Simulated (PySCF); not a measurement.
```xyz
7

C    -0.2587   -0.8168    0.0000
C    -0.2510    0.6742    0.0000
H     0.7588   -1.2259    0.0000
H    -0.7588   -1.2139    0.8834
H    -0.7588   -1.2139   -0.8834
H    -0.1700    1.2259   -0.9243
H    -0.1700    1.2259    0.9243
```

Basis set: cc-pVTZ (spherical functions). Frozen core: 2 orbitals. Charge 1, multiplicity 1.

Starred EOM-CCSD(T)(a) on the restricted Hartree–Fock determinant with PySCF 2.14.0; the energies are vertical.

Question: The solver was asked for the few lowest roots only. Give the electron affinities of singlet C2H5(+) among them whose weight of singles is over 0.7 (positive where the electron binds).

Answer:

```tsv
root	energy (eV)	weight of singles
1	8.55	0.96
2	2.41	0.98
3	1.48	0.98
```

Higher main lines weren't sought.
